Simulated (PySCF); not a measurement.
# CS2: bending curve

These are results of PySCF, wB97X, basis C def2-TZVP, S def2-TZVP (no relativity, density fitting), not measurements.

Rigid scan from the singlet minimum (C–S 1.544 Å (×2); S–C–S 180.0°). Coordinate: the S–C–S angle, bonds fixed. Energies in kJ/mol from the minimum.

```json
{"bond angle (°)": "80", "E (kJ/mol)": "1266.6", "dipole size (D)": "0.58"}
{"bond angle (°)": "90", "E (kJ/mol)": "859.5", "dipole size (D)": "0.06"}
{"bond angle (°)": "100", "E (kJ/mol)": "581.8", "dipole size (D)": "0.26"}
{"bond angle (°)": "110", "E (kJ/mol)": "392.4", "dipole size (D)": "0.41"}
{"bond angle (°)": "120", "E (kJ/mol)": "261.0", "dipole size (D)": "0.45"}
{"bond angle (°)": "130", "E (kJ/mol)": "168.2", "dipole size (D)": "0.42"}
{"bond angle (°)": "140", "E (kJ/mol)": "101.9", "dipole size (D)": "0.36"}
{"bond angle (°)": "150", "E (kJ/mol)": "55.2", "dipole size (D)": "0.28"}
{"bond angle (°)": "160", "E (kJ/mol)": "23.9", "dipole size (D)": "0.19"}
{"bond angle (°)": "170", "E (kJ/mol)": "5.9", "dipole size (D)": "0.09"}
{"bond angle (°)": "180", "E (kJ/mol)": "0.0", "dipole size (D)": "0.00"}
```

Other isomers or separated fragments may lie lower.
